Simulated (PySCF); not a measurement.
## Fluorine: a sound run and one with changed settings

Sound run: F [He] 2s2 2p5, F⁺ [He] 2s2 2p4. Computed with PySCF 2.14 in jorge-DZP-DKH (4s2p1d, 15 functions), with the spin-free X2C one-electron Hamiltonian (Gaussian nucleus). The sound run starts from symmetry-adapted Hartree-Fock orbitals and uses a fine grid where one is needed.

A second run was set up differently.

```json
{"species": "F", "method": "UHF", "sound run (hartree)": "-99.48387", "changed run (hartree)": "-99.48309", "converged": "no"}
{"species": "F", "method": "M06-2X", "sound run (hartree)": "-99.80966", "changed run (hartree)": "-99.80945", "converged": "no"}
{"species": "F", "method": "TPSS", "sound run (hartree)": "-99.84268", "changed run (hartree)": "-99.84065", "converged": "no"}
{"species": "F⁺", "method": "UHF", "sound run (hartree)": "-98.90751", "changed run (hartree)": "-98.90276", "converged": "no"}
{"species": "F⁺", "method": "M06-2X", "sound run (hartree)": "-99.16654", "changed run (hartree)": "-99.15234", "converged": "no"}
{"species": "F⁺", "method": "TPSS", "sound run (hartree)": "-99.20546", "changed run (hartree)": "-99.17854", "converged": "no"}
```

(1) What was changed?
A. angular grid far too coarse
B. too few SCF iterations
C. level shift left on
D. minimal basis

Answers

(1) B. It used initial guess minao, at most 2 SCF cycles. The SCF was stopped early; the energies are upper bounds that still move, and correlated levels were skipped or rest on poor orbitals.
